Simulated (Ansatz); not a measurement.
# AlBH2 (triplet): the correlation ladder at distance B1–H3 = 1.195 Å, 6-31G

How much of the correlation energy of AlBH2 (triplet) does each wave-function method recover here?

Program: Ansatz 0.2.0, Gaussian basis. Level of theory: 6-31G, core rule «outside noble gas», up to 6 orbitals frozen. These are calculated values, not measurements.

Plan: UHF; CCSD(T) on ROHF; CCSD(T) on UHF; BCCD(T) on ROHF; CISD; CCSDT(Q) on ROHF; CCSDT(Q) on UHF; CASSCF and MRCISD+Q, 4 electrons in 4 orbitals; CASSCF and NEVPT2, 4 electrons in 4 orbitals; CASSCF and MRCISD+Q, 8 electrons in 10 orbitals; CASSCF and NEVPT2, 8 electrons in 10 orbitals; Full CI.

16 further runs of the same task are left out: 1 for a mislabelled method, 12 that didn't finish, 3 set aside as unsound or not needed.

### Step 1. What is computed

The geometry derives from a PBE0/def2-TZVP stationary point (not a proven minimum). One bond is set to the value named and the two fragments are kept rigid.

4 atoms, charge 0, spin multiplicity 3.

Atoms are counted from 1 here; the program's logs count them from 0.

Bond lengths: B1–Al2 2.058 Å, B1–H3 1.195 Å, B1–H4 1.195 Å. Angles: Al2–B1–H3 115.6°, Al2–B1–H4 115.6°, H3–B1–H4 128.7°.

### Step 2. UHF

Input file in.yaml:

```yaml
crystal:
  periodic: [false, false, false]
  atoms:
    - {symbol: B, position_ang: [0.000000, 0.000000, 1.368886]}
    - {symbol: Al, position_ang: [0.000000, 0.000000, -0.689391]}
    - {symbol: H, position_ang: [0.000000, 1.077612, 1.885924]}
    - {symbol: H, position_ang: [0.000000, -1.077612, 1.885924]}
basis:
  gaussian: {orbitals: 6-31G}
magnetization: {spin_polarized: true, initial_magnetization: 2}
hamiltonian: {xc: hf}
output: {orbitals: {seedname: orbitals}}
```

Run with:

```sh
$ ansatz run in.yaml --threads 1 --pin off --events-out ev --progress --plain --max-ram 2393MiB
```

After this run come: CCSD(T) on ROHF; CCSD(T) on UHF; BCCD(T) on ROHF; CISD; CCSDT(Q) on ROHF; CCSDT(Q) on UHF; CASSCF and MRCISD+Q, 4 electrons in 4 orbitals; CASSCF and NEVPT2, 4 electrons in 4 orbitals; CASSCF and MRCISD+Q, 8 electrons in 10 orbitals; CASSCF and NEVPT2, 8 electrons in 10 orbitals; Full CI.

Before running them: what should the planned runs give, taken together? Wanted: FCI below the RHF energy; RMP2 from FCI; UMP2 from FCI; RCCSD from FCI; RCCSD(T) from FCI; UCCSD(T) from FCI; RCCSDT(Q) from FCI; UCCSDT(Q) from FCI; NEVPT2 pair from FCI.

The runs gave:

| quantity | value |
| --- | --- |
| FCI below the RHF energy | -2.9246 eV |
| RMP2 from FCI | +82.0 kJ/mol |
| UMP2 from FCI | +77.8 kJ/mol |
| RCCSD from FCI | +11.5 kJ/mol |
| RCCSD(T) from FCI | +3.1 kJ/mol |
| UCCSD(T) from FCI | +2.8 kJ/mol |
| RCCSDT(Q) from FCI | +0.1 kJ/mol |
| UCCSDT(Q) from FCI | +0.1 kJ/mol |
| NEVPT2 pair from FCI | +67.5 kJ/mol |
| MRCISD+Q pair from FCI | +4.3 kJ/mol |
| NEVPT2 valence from FCI | +23.3 kJ/mol |
| levels within 1 kcal/mol (43 meV) | RCCSD(T), UCCSD(T), BCCD(T), RCCSDT, UCCSDT, RCCSDT(Q), UCCSDT(Q), MRCISD valence, MRCISD+Q valence |
| T1 diagnostic | 0.053 |
| effectively unpaired electrons | 2.05 |

In words: RCCSD(T) misses by +3.1 kJ/mol, 1.1 % of the correlation energy. The occupations are near whole numbers, but T1 = 0.053 shows that the orbitals relax strongly. Of the multireference levels listed MRCISD+Q valence comes nearest in total energy (+1.4 kJ/mol), which doesn't show that its space is the better one. These misses are within one basis, not against nature; the frozen cores of restricted and unrestricted runs differ, which can shift their rows.
